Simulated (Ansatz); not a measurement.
# BHNP: the cost of one run

Program: Ansatz 0.2.0, Gaussian basis. Level of theory: def2-TZVPP, core rule «outside noble gas», up to 7 orbitals frozen. These are calculated values, not measurements.

To be run: UHF; ROHF; CCSD(T) on UHF.

2 further runs of the same task are left out: 2 set aside as unsound or not needed.

## (1) The geometry

The geometry is a PBE0/def2-TZVP stationary point (not a proven minimum) of the parent state, kept for this charge and spin.

4 atoms, charge 0, spin multiplicity 3.

Atoms are counted from 1 here; the program's logs count them from 0.

Bond lengths: N1–B2 1.292 Å, B2–P3 1.785 Å, P3–H4 1.426 Å. Angles: N1–B2–P3 175.7°, B2–P3–H4 94.3°.

## (2) UHF

File in.yaml:

```yaml
crystal:
  periodic: [false, false, false]
  atoms:
    - {symbol: N, position_ang: [0.000000, 0.028828, 1.979821]}
    - {symbol: B, position_ang: [0.000000, 0.042707, 0.687998]}
    - {symbol: P, position_ang: [0.000000, -0.071577, -1.093449]}
    - {symbol: H, position_ang: [0.000000, 1.340864, -1.290216]}
basis:
  gaussian: {orbitals: def2-TZVPP}
magnetization: {spin_polarized: true, initial_magnetization: 2}
hamiltonian: {xc: hf}
output: {orbitals: {seedname: orbitals}}
```

Command:

```bash
$ ansatz run in.yaml --threads 1 --pin off --events-out ev --progress --plain --max-ram 3968MiB --backend cpu
```

What time and memory should one allow on 1 thread of AMD EPYC 7R13, shared host?

About 8.5 s, with a peak of 0.28 GiB.
